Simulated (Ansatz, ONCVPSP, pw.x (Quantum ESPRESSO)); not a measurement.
**pw.x on fcc Cu: one setting changed**

Potential: optimised norm-conserving Vanderbilt (ONCV), ONCVPSP 4.0.1.1 (patched build), PBEsol; core [Ar], reference 3d10 4s0.75; waves: 4s: rc 1.95 bohr, ncon 4, nbas 9, qcut 3.9 1/bohr, 2 projectors, debl 0.5 Ha; p scattering state at 0.06 Ha: rc 1.85 bohr, ncon 4, nbas 7, qcut 5.3 1/bohr, 2 projectors, debl 3.3 Ha; 3d: rc 1.40 bohr, ncon 4, nbas 8, qcut 10.1 1/bohr, 2 projectors, debl 1.2 Ha; local part: polynomial inside 1.20 bohr (lpopt 3, dvloc0 0 Ha); core correction: Teter function fitted to the true core (icmod 2), fcfact 0.7.

The reference run (k-mesh 16³, cutoffs 125/500 Ry, Fermi–Dirac 0.01 Ry, mixing_beta 0.4, conv_thr 1e-9, no spin) gives 1.90 GPa at 11.357 Å³/atom, where all-electron LAPW gives -0.53 GPa. This run, with its own iteration cap, changes degauss to 0.002.

```
&control
  calculation='scf', prefix='x', pseudo_dir='./', outdir='./tmp', tstress=.true., disk_io='none'
/
&system
  ibrav=0, nat=1, ntyp=1, ecutwfc=125, ecutrho=500, nbnd=13,
  occupations='smearing', smearing='fd', degauss=0.002
/
&electrons
  conv_thr=1e-09, mixing_beta=0.4, electron_maxstep=60
/
ATOMIC_SPECIES
Cu 1.0 Cu.UPF
CELL_PARAMETERS angstrom
  0.00000000 1.78406721 1.78406721
  1.78406721 0.00000000 1.78406721
  1.78406721 1.78406721 0.00000000
ATOMIC_POSITIONS crystal
Cu 0.0000 0.0000 0.0000
K_POINTS automatic
16 16 16 0 0 0
```

```bash
pw.x < Cu.scf.in > Cu.scf.out
```

Q: How does the run end?

A: It converges in 12 iterations; the free energy moves by +8.9 meV/atom and the pressure by -0.03 GPa. In a metal, with Fermi–Dirac smearing, F lies below its zero-width value by a term in the square of the width.

```
Message from routine setup:
     using ibrav=0 with symmetry is DISCOURAGED, use correct ibrav instead
     lattice parameter (alat)  =       4.7679  a.u.
     unit-cell volume          =      76.6408 (a.u.)^3
     number of electrons       =        11.00
     number of Kohn-Sham states=           13
     kinetic-energy cutoff     =     125.0000  Ry
     charge density cutoff     =     500.0000  Ry
     scf convergence threshold =      1.0E-09
     Exchange-correlation= PBESOL
     number of k points=   145  Fermi-Dirac smearing, width (Ry)=  0.0020
     iteration #  1     ecut=   125.00 Ry     beta= 0.40
     total energy              =    -110.54104223 Ry
     estimated scf accuracy    <       1.31249144 Ry
     iteration #  2     ecut=   125.00 Ry     beta= 0.40
     total energy              =    -110.93307053 Ry
     estimated scf accuracy    <       0.29618664 Ry
     iteration #  3     ecut=   125.00 Ry     beta= 0.40
     total energy              =    -110.97330918 Ry
     estimated scf accuracy    <       0.00469196 Ry
     iteration #  4     ecut=   125.00 Ry     beta= 0.40
     c_bands:  1 eigenvalues not converged
     total energy              =    -110.97491110 Ry
     estimated scf accuracy    <       0.00738985 Ry
     iteration #  5     ecut=   125.00 Ry     beta= 0.40
     total energy              =    -110.97573795 Ry
     estimated scf accuracy    <       0.00021494 Ry
     iteration #  6     ecut=   125.00 Ry     beta= 0.40
     c_bands:  1 eigenvalues not converged
     total energy              =    -110.97577105 Ry
     estimated scf accuracy    <       0.00001434 Ry
     iteration #  7     ecut=   125.00 Ry     beta= 0.40
     total energy              =    -110.97577518 Ry
     estimated scf accuracy    <       0.00000153 Ry
     iteration #  8     ecut=   125.00 Ry     beta= 0.40
     total energy              =    -110.97577303 Ry
     estimated scf accuracy    <       0.00000510 Ry
     iteration #  9     ecut=   125.00 Ry     beta= 0.40
     total energy              =    -110.97577360 Ry
     estimated scf accuracy    <       0.00000005 Ry
     iteration # 10     ecut=   125.00 Ry     beta= 0.40
     total energy              =    -110.97577360 Ry
     estimated scf accuracy    <       0.00000003 Ry
     iteration # 11     ecut=   125.00 Ry     beta= 0.40
     total energy              =    -110.97577360 Ry
     estimated scf accuracy    <       0.00000001 Ry
     iteration # 12     ecut=   125.00 Ry     beta= 0.40
     the Fermi energy is    13.5841 ev
!    total energy              =    -110.97577360 Ry
     estimated scf accuracy    <          1.3E-10 Ry
     smearing contrib. (-TS)   =      -0.00005526 Ry
     The total energy is F=E-TS. E is the sum of the following terms:
     one-electron contribution =     -17.95141279 Ry
     hartree contribution      =      25.05176422 Ry
     xc contribution           =     -35.80037246 Ry
     ewald contribution        =     -82.27569731 Ry
     convergence has been achieved in  12 iterations
          total   stress  (Ry/bohr**3)                   (kbar)     P=       18.68
     Message from routine punch:
     Nothing written, as per user request (disk_io='none')
```

The run took about 1.8 min on one core of a shared host (Neoverse-N1, 64 threads, 124 GiB, load 56).
